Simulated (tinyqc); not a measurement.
Worked calculation: extended Hueckel theory, for H2S. One step of it, computed by the program tinyqc.

Question. Orbitals. Solve H C = S C e through S^(-1/2); fill by pairs from the bottom, a degenerate level sharing its electrons equally; each orbital has its largest coefficient positive (the first on a tie).

H (eV), order 1S 3s, 1S 3px, 1S 3py, 1S 3pz, 2H 1s, 3H 1s:
```
[[-20.000000, 0.000000, 0.000000, 0.000000, -11.838309, -10.305496],
 [0.000000, -13.300000, 0.000000, 0.000000, 0.000000, 0.000000],
 [0.000000, 0.000000, -13.300000, 0.000000, -10.034692, 9.215594],
 [0.000000, 0.000000, 0.000000, -13.300000, -6.086023, -5.589408],
 [-11.838309, 0.000000, -10.034692, -6.086023, -13.600000, -1.432679],
 [-10.305496, 0.000000, 9.215594, -5.589408, -1.432679, -13.600000]]
```

overlap S, order 1S 3s, 1S 3px, 1S 3py, 1S 3pz, 2H 1s, 3H 1s:
```
[[1.000000, 0.000000, 0.000000, 0.000000, 0.394703, 0.343597],
 [0.000000, 1.000000, 0.000000, 0.000000, 0.000000, 0.000000],
 [0.000000, 0.000000, 1.000000, 0.000000, 0.426298, -0.391500],
 [0.000000, 0.000000, 0.000000, 1.000000, 0.258549, 0.237451],
 [0.394703, 0.000000, 0.426298, 0.258549, 1.000000, 0.060197],
 [0.343597, 0.000000, -0.391500, 0.237451, 0.060197, 1.000000]]
```

valence electrons = 8

Give: orbital energies; occupations; coefficients; sum of one-electron energies.

Answer.

orbital energies (eV): [-22.0657, -17.0082, -14.2117, -13.3000, 0.5153, 5.1526]

occupations: [2.0000, 2.0000, 2.0000, 2.0000, 0.0000, 0.0000]

coefficients, order 1S 3s, 1S 3px, 1S 3py, 1S 3pz, 2H 1s, 3H 1s:
```
[[0.7463, -0.0251, -0.3449, 0.0000, -0.5122, -0.6919],
 [0.0000, 0.0000, 0.0000, 1.0000, 0.0000, 0.0000],
 [0.0040, 0.5727, 0.0122, 0.0000, 0.8188, -0.7489],
 [0.0219, -0.0024, 0.8703, 0.0000, -0.4167, -0.5057],
 [0.2801, 0.3787, 0.1659, 0.0000, -0.0888, 1.1939],
 [0.2442, -0.4182, 0.1776, 0.0000, 1.1045, 0.0698]]
```

sum of one-electron energies = -133.1711 eV
